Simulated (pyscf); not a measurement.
H₂B–OH (SMILES BO) + NH₃ (SMILES N) -> H₂N–BH–OH (SMILES NBO) + H₂ (SMILES [H][H]), a four-centre exchange (singlet surface; B–H, H–N broken, B–N, H–H formed). Structures and frequencies: ωB97X-D3(BJ)/def2-SVP in PySCF. Energies in kJ/mol from the separated reactants.

Small-basis levels: PySCF, no dispersion term, spherical d functions. AM1 to PM7: differences of heats of formation from MOPAC, which are fitted to 298 K values and so differ in kind from electronic energies by zero-point and thermal terms. GFN2-xTB: tblite. Cost: rough CPU time at the saddle relative to B3LYP/6-31G*, from one job on a shared machine.

```json
[
 {"level": "HF/STO-3G", "barrier": "221.1", "reaction energy": "-100.3", "cost": "0.05"},
 {"level": "HF/3-21G", "barrier": "135.9", "reaction energy": "-134.5", "cost": "0.06"},
 {"level": "HF/6-31G*", "barrier": "189.7", "reaction energy": "-86.3", "cost": "0.09"},
 {"level": "SVWN5/6-31G*", "barrier": "14.1", "reaction energy": "-123.1", "cost": "0.9"},
 {"level": "PBE/6-31G*", "barrier": "72.8", "reaction energy": "-106.5", "cost": "2"},
 {"level": "B3LYP/3-21G", "barrier": "59.4", "reaction energy": "-149.5", "cost": "0.9"},
 {"level": "B3LYP/LANL2DZ", "barrier": "85.1", "reaction energy": "-134.8", "cost": "0.9"},
 {"level": "PBE/def2-SVP", "barrier": "45.9", "reaction energy": "-113.3", "cost": "2"},
 {"level": "B3LYP/def2-SVP", "barrier": "83.4", "reaction energy": "-109.0", "cost": "1"},
 {"level": "GFN2-xTB", "barrier": "161.1", "reaction energy": "-43.5", "cost": "under 0.02"},
 {"level": "PM6", "barrier": "18.5", "reaction energy": "-227.6", "cost": "under 0.02"},
 {"level": "PM7", "barrier": "50.7", "reaction energy": "-258.1", "cost": "under 0.02"},
 {"level": "ωB97M-D3(BJ)/def2-TZVP", "barrier": "96.9", "reaction energy": "-100.4", "cost": "–"}
]
```

Against the last row the barrier runs from -82.8 (SVWN5/6-31G*) to +124.1 kJ/mol (HF/STO-3G). ωB97M-D3(BJ)/def2-TZVP has limits of its own. On the reactant side the descent ends in an adduct with a B–N contact, 54.9 kJ/mol under the separated species and 154.1 kJ/mol under the saddle at ωB97X-D3(BJ)/def2-TZVP. What is counted as formed (B–N) is already present as a longer contact in the reactant adduct; forming that adduct is a step of its own. At the saddle there is also a short B–H contact that neither side keeps. The same reactants have a lower exit, to H₂B–NH₂ + H₂O (barrier +47.6 kJ/mol at ωB97M-D3(BJ)/def2-TZVP, against +96.9 kJ/mol here). This is the saddle that the search found; another between the same sides may lie lower.
